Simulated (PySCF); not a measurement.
Species: C5H6S (charge +1 and doublet state).
Cartesian coordinates in Å at the GFN2-xTB level; atoms count from 1:
```
atom  x, y, z in Å
C1     2.563   -0.172    0.270
C2     1.149   -0.230    0.131
C3    -0.053   -0.322    0.005
C4    -1.478   -0.406   -0.168
C5    -2.189    0.787    0.404
S6    -3.395    1.539   -0.339
H7     3.008   -1.103   -0.092
H8     2.844   -0.023    1.312
H9     2.967    0.636   -0.344
H10   -1.846   -1.271    0.405
H11   -1.734   -0.558   -1.220
H12   -1.836    1.123    1.373
```

The hyperfine couplings belong to this conformer and change with its torsions.

As a line formula: `S=CC[C]=[C+]C` [radical] (charge +1).

Computed, not measured: UKS B3LYP, pcH-1 on C H S, non-relativistic, mean-field spin-orbit, GIAO in PySCF 2.14.0. Geometry: GFN2-xTB, one conformer, isolated ion. The geometry wasn't refined by DFT: couplings that depend on bond lengths, twists or pyramidal angles can differ widely from those at the functional's own minimum, by a factor of two or more for some ions and for spin on atoms past the first row. No stability test was run, so a lower SCF solution isn't excluded.

(1) Match the computed a_iso(1H) values +82.0, +28.1, +19.5 MHz (means over equivalent nuclei) with the sites H7/H8/H9; H10/H11; H12.

## Answers

(1) 
| site | a_iso (MHz) | ρ(0) (bohr⁻³) | position | distance from S6 (Å) | bound to | spin population there | largest \|T\| (MHz) |
| --- | --- | --- | --- | --- | --- | --- | --- |
| H7/H8/H9 | +28.1 | +0.0063 | 6 bonds from S6 | 6.67 | C1 | 0.00 | 2.9 |
| H10/H11 | +19.5 | +0.0044 | 3 bonds from S6 | 3.06 | C4 | +0.03 | 4.5 |
| H12 | +82.0 | +0.0183 | 2 bonds from S6 | 2.35 | C5 | -0.08 | 5.5 |

ρ(0) is the spin density at the nucleus and T the dipolar tensor; a_iso includes a spin–orbit part; entries for several nuclei are means. Largest spin populations (Mulliken): S6 (+0.70), C2 (+0.16), C3 (+0.11) and C5 (-0.08). The positive populations add up to 1.08 and the negative ones to -0.08, together 2S = 1.

The spin density at the nucleus, in bohr⁻³, is negative for C5 (-0.0198), C1 (-0.0060) and C3 (-0.0046), for instance. A restricted open-shell determinant has no negative spin density anywhere; here it arises because α and β orbitals differ (spin polarisation).

Nuclei that the bonding pattern makes equivalent are averaged, as if the motion that swaps them (rotation, inversion, ring flip) were fast. The three 1H nuclei of mean +28.1 MHz run from 0.0 to 48.1 MHz in the frozen geometry. The 1H value of +19.5 MHz is a mean of couplings from -3.3 to 42.4 MHz in this one geometry, not an average over conformers.

C3, the radical centre as drawn in `C[C+]=[C]CC=S`, holds a spin population of +0.11 out of 1.
